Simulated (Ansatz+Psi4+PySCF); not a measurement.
The numbers below are computed, except where a source is named.
Input for Ansatz (development build ahead of 0.2.0):

```yaml
crystal:
  periodic: [false, false, false]
  atoms:
    - { symbol: H, position_ang: [0.0013, 0.0009, 0.0009] }
    - { symbol: B, position_ang: [-0.8248, -0.5912, -0.5704] }
    - { symbol: O, position_ang: [-1.6847, -1.2075, -1.1649] }
basis:
  gaussian: { orbitals: cc-pVTZ }
hamiltonian:
  xc: hf
correlation:
  method: mp2
  frozen_orbitals: { B: 1, H: 0, O: 1 }
scf:
  omitted_lower_state_checks: [stability, starts, atomic_configurations, cluster_reference, orbital_swaps, given_window_search, neighbouring_geometries, increment]
```

The input is written out in the form of the current development build from the run's settings.

Results

```
Converged                                                          : yes
Reference energy                                                   : -100.20308 hartree
Correlation energy                                                 : -0.33226 hartree
Total energy                                                       : -100.53534 hartree
Spin squared of the determinant                                    : 0.000
Occupied orbitals by symmetry in an Abelian subgroup (alpha; beta) : 6 A' 1 A''; 6 A' 1 A''
```
